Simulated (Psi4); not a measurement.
**CCSD(T)/cc-pVTZ run of N2O (nitrous oxide)**

Aim: the vertical ionisation energy of N2O (nitrous oxide) at CCSD(T)/cc-pVTZ, from 2 runs. 

The calculation is run with Psi4 1.11.

1 further run of the same task is left out (set aside as unsound or not needed).

## (1) The molecule

N2O has 3 atoms, charge 0, and is taken as a singlet. SMILES: `N#[N+][O-]`. The coordinates come from a PBE0-D4/def2-TZVP relaxation.

Bond lengths: N1–N2 1.118 Å, N2–O3 1.174 Å. Angles: N1–N2–O3 180.0°.

## (2) The energy at CCSD(T)/cc-pVTZ

Input file calc.inp:

```
memory 1600 MB

molecule {
  0 1
  N     -0.511700     1.001300    -0.167900
  N     -0.008400     0.016500    -0.002800
  O      0.520100    -1.017800     0.170700
  symmetry c1
}

set puream true
set e_convergence 1e-09
set d_convergence 1e-08
set scf_type pk
set num_frozen_docc 3

e, wfn = energy("ccsd(t)/cc-pVTZ", return_wfn=True)
```

Command:

```bash
$ psi4 calc.inp calc.out -n 1
```

calc.out:

```text
[...]
  Running in c1 symmetry.
[...]
  Nuclear repulsion =   61.347861729966489
[...]
  Multiplicity = 1
[...]
  Nalpha       = 11
  Nbeta        = 11
[...]
    Number of basis functions: 90
[...]
   @RHF iter   1:  -183.67423735938021   -4.97300e-01   5.12665e-03 ADIIS/DIIS
[...]
   @RHF iter  11:  -183.75194984742529   -1.27045e-11   6.83733e-09 DIIS
[...]
    Orbital Energies [Eh]
    ---------------------
    Doubly Occupied:
       1A    -20.652951     2A    -15.841723     3A    -15.690916
       4A     -1.620760     5A     -1.428824     6A     -0.830961
       7A     -0.767195     8A     -0.767195     9A     -0.695675
      10A     -0.489899    11A     -0.489899
[...]
  @RHF Final Energy:  -183.75194984742529
   => Energetics <=
    Nuclear Repulsion Energy =             61.3478617299664890
    One-Electron Energy =                -371.6476288725619952
    Two-Electron Energy =                 126.5478172951702049
    Total Energy =                       -183.7519498474252941
[...]
 Multipole Moments:
 ------------------------------------------------------------------------------------
     Multipole            Electronic (a.u.)      Nuclear  (a.u.)        Total (a.u.)
 ------------------------------------------------------------------------------------
 L = 1.  Multiply by 2.5417464519 to convert [e a0] to [Debye]
 Dipole X            :          0.0000379           -0.0000005            0.0000375
 Dipole Y            :          0.0000465           -0.0000006            0.0000460
 Dipole Z            :          0.2270316           -0.0089621            0.2180695
 Magnitude           :                                                    0.2180695
[...]
      * MP2 total energy                      = -184.391147362606858
[...]
      * CCSD total energy                     = -184.371683787312293
[...]
      * CCSD(T) total energy                  = -184.406342265166984
[...]
```

Wall time 33 s (1 thread of Intel Xeon Platinum 8259CL at 2.50GHz (Skylake/Cascade Lake), shared host); peak memory 0.8 GiB.

## (3) The doublet cation

Input file input.json:

```json
{
 "schema_name": "qcschema_input",
 "schema_version": 1,
 "molecule": {
  "schema_name": "qcschema_molecule",
  "schema_version": 2,
  "symbols": ["N", "N", "O"],
  "geometry": [-0.96697286, 1.89218277, -0.31728502, -0.0158737, 0.03118048, -0.00529123, 0.98284656, -1.92336325, 0.32257625],
  "molecular_charge": 1,
  "molecular_multiplicity": 2,
  "fix_symmetry": "c1"
 },
 "driver": "energy",
 "model": {
  "method": "ccsd(t)",
  "basis": "cc-pVTZ"
 },
 "keywords": {
  "reference": "uhf",
  "puream": true,
  "e_convergence": 1e-09,
  "d_convergence": 1e-08,
  "scf_type": "pk",
  "num_frozen_docc": 3,
  "maxiter": 100
 }
}
```

Command:

```bash
$ psi4 --qcschema input.json -n 1 --memory 1600MB
```

stdout:

```text
[...]
  Running in c1 symmetry.
[...]
  Nuclear repulsion =   61.347861697462967
[...]
  Multiplicity = 2
[...]
  Nalpha       = 11
  Nbeta        = 10
[...]
    Number of basis functions: 90
[...]
   @UHF iter   1:  -183.19335071633139   -1.64129e-02   5.66404e-03 ADIIS/DIIS
[...]
   @UHF iter  19:  -183.34435029700956   -5.68434e-12   7.89502e-09 DIIS
[...]
   @S^2 Observed:                9.483971908E-01
[...]
    Orbital Energies [Eh]
    ---------------------
    Alpha Occupied:
       1A    -21.119391     2A    -16.156181     3A    -16.091481
       4A     -2.021867     5A     -1.826611     6A     -1.233287
       7A     -1.171434     8A     -1.122566     9A     -1.054252
      10A     -0.949487    11A     -0.896090
    Alpha Virtual:
      12A     -0.177227    13A     -0.163802    14A     -0.023209
      15A      0.165844    16A      0.253348    17A      0.264568
      18A      0.309565    19A      0.365247    20A      0.384951
      21A      0.401737    22A      0.433070    23A      0.558776
      24A      0.578536    25A      0.666186    26A      0.666408
[...]
  @UHF Final Energy:  -183.34435029700956
   => Energetics <=
    Nuclear Repulsion Energy =             61.3478616974629674
    One-Electron Energy =                -363.4171482241699209
    Two-Electron Energy =                 118.7249362296974056
    Total Energy =                       -183.3443502970095551
  UHF NO Occupations:
  HONO-2 :    9  A 1.9747591
  HONO-1 :   10  A 1.9274611
[...]
 Multipole Moments:
 ------------------------------------------------------------------------------------
     Multipole            Electronic (a.u.)      Nuclear  (a.u.)        Total (a.u.)
 ------------------------------------------------------------------------------------
 L = 1.  Multiply by 2.5417464519 to convert [e a0] to [Debye]
 Dipole X            :          0.0000225           -0.0000005            0.0000221
 Dipole Y            :          0.0000276           -0.0000006            0.0000271
 Dipole Z            :          0.0812886           -0.0089621            0.0723265
 Magnitude           :                                                    0.0723265
[...]
      * MP2 total energy                      = -183.882089349893988
[...]
      * CCSD total energy                     = -183.907587597324920
[...]
      * CCSD(T) total energy                     = -183.936645340448138
[...]
```

The result, in JSON:

```text
{
 "driver": "energy",
 "model": {
  "method": "ccsd(t)",
  "basis": "cc-pVTZ"
 },
 "success": true,
 "return_result": -183.93664534044814,
 "properties": {
  "calcinfo_nbasis": 90,
  "calcinfo_nmo": 90,
  "calcinfo_nalpha": 11,
  "calcinfo_nbeta": 10,
  "calcinfo_natom": 3,
  "nuclear_repulsion_energy": 61.34786169746297,
  "return_energy": -183.93664534044814,
  "scf_one_electron_energy": -363.4171482241699,
  "scf_two_electron_energy": 118.7249362296974,
  "scf_dipole_moment": [2.208177619636415e-05, 2.7085563910368002e-05, 0.07232645955869049],
  "scf_total_energy": -183.34435029700956,
  "scf_iterations": 19,
  "mp2_same_spin_correlation_energy": -0.14252097320553916,
  "mp2_opposite_spin_correlation_energy": -0.39521807967863065,
  "mp2_singles_energy": -3.193200749693976e-26,
  "mp2_doubles_energy": -0.5377390528841698,
  "mp2_correlation_energy": -0.5377390528841698,
  "mp2_total_energy": -183.882089349894,
  "ccsd_same_spin_correlation_energy": -0.12661215708068524,
  "ccsd_opposite_spin_correlation_energy": -0.43662514323441176,
  "ccsd_singles_energy": 7.197445875757548e-18,
  "ccsd_doubles_energy": -0.563237300315097,
  "ccsd_correlation_energy": -0.563237300315097,
  "ccsd_total_energy": -183.90758759732492,
  "ccsd_iterations": 21,
  "ccsd_prt_pr_correlation_energy": -0.5922950434383352,
  "ccsd_prt_pr_total_energy": -183.93664534044814
 }
}
```

Wall time 1.7 min (1 thread of Intel Xeon Platinum 8259CL at 2.50GHz (Skylake/Cascade Lake), shared host); peak memory 0.85 GiB.

## (4) What came out

At CCSD(T)/cc-pVTZ, 3 core orbitals frozen:

| quantity | value |
| --- | --- |
| singlet N2O: total energy | -184.40634 Eh |
| singlet N2O: HOMO energy (Hartree–Fock orbitals) | -13.33 eV |
| singlet N2O: LUMO energy (Hartree–Fock orbitals) | 4.40 eV |
| singlet N2O: HOMO–LUMO gap (Hartree–Fock orbitals) | 17.73 eV |
| singlet N2O: correlation energy (3 core orbitals frozen) | -654.4 mEh |
| singlet N2O: (T) correction | -34.66 mEh |
| singlet N2O: T1 diagnostic | 0.019 |
| doublet cation: total energy | -183.93665 Eh |
| doublet cation: HOMO energy (Hartree–Fock orbitals) (highest over α and β) | -23.23 eV |
| doublet cation: LUMO energy (Hartree–Fock orbitals) (lowest over α and β) | -9.13 eV |
| doublet cation: correlation energy (3 core orbitals frozen) | -592.3 mEh |
| doublet cation: (T) correction | -29.06 mEh |
| doublet cation: ⟨S²⟩ of the reference determinant | 0.948 |
| doublet cation: T1 diagnostic | 0.058 |
| vertical ionisation energy (to the doublet cation) | 12.781 eV |

**Reading.** The vertical ionisation energy comes to 12.78 eV (295 kcal/mol). The triples (singlet N2O) make up 5.3 % of the correlation energy. ⟨S²⟩ (doublet cation) is 0.95 where a pure doublet has 0.75: the reference is spin-contaminated. The T1 diagnostic (doublet cation) of 0.058 is above the customary mark for such species, so a single reference may not serve. The triples (doublet cation) make up 4.9 % of the correlation energy.
